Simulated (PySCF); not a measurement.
C2 under electron impact: the energy ladder

r²SCAN in PySCF with def2-TZVPPD on every atom, for the lowest determinant that a PBE0 search found; no spin–orbit coupling.

```
species  state (unpaired electrons)  Re (Å)  ωe (cm⁻¹)  energy of the minimum from the neutral (eV)  De (eV)  dissociates to
     C2          triplet (σ ↑, π ↑)   1.305       1690                                         0.00     6.31           C + C
    C₂⁺         quartet (σ ↑, π ↑↑)   1.412       1312                                        11.82     6.16          C⁺ + C
    C₂⁻               doublet (σ ↑)   1.260       1852                                        -3.25     8.35          C + C⁻
```

Problem. Work out the lowest energy to break C2 into atoms, from its vibrational ground state.

Solution. D0 = De − ωe/2 = 6.31 − 0.10 = 6.21 eV (r²SCAN/def2-TZVPPD).

Problem. Work out the ionisation energy of the C atom at this level and the threshold of dissociative ionisation.

Solution. IE(C) = 11.82 + 6.16 − 6.31 = 11.67 eV, so C⁺ + C + e⁻ appears at D0 + IE(C) = 17.88 eV (r²SCAN/def2-TZVPPD). The measured IE(C) is 11.26 eV (NIST ASD).

Problem. Work out the electron affinity of the C atom and the threshold of dissociative attachment.

Solution. EA(C) = 6.31 − 8.35 − (-3.25) = 1.21 eV, so C + C⁻ needs D0 − EA(C) = 5.00 eV (r²SCAN/def2-TZVPPD). The measured EA(C) is 1.262 eV.

Problem. At which energy does ion-pair formation open?

Solution. C⁺ + C⁻ lies at D0 + IE(C) − EA(C) = 16.67 eV (r²SCAN/def2-TZVPPD).

These are thermodynamic thresholds; the onsets seen under electron impact lie higher where the geometry changes, and cross-sections peak well above them.

The highest Kohn–Sham level is positive in this anion. Much of that is self-interaction error, but it also means that the finite basis helps to hold the extra electron. States were picked by a PBE0 search and need not be the measured ground states.
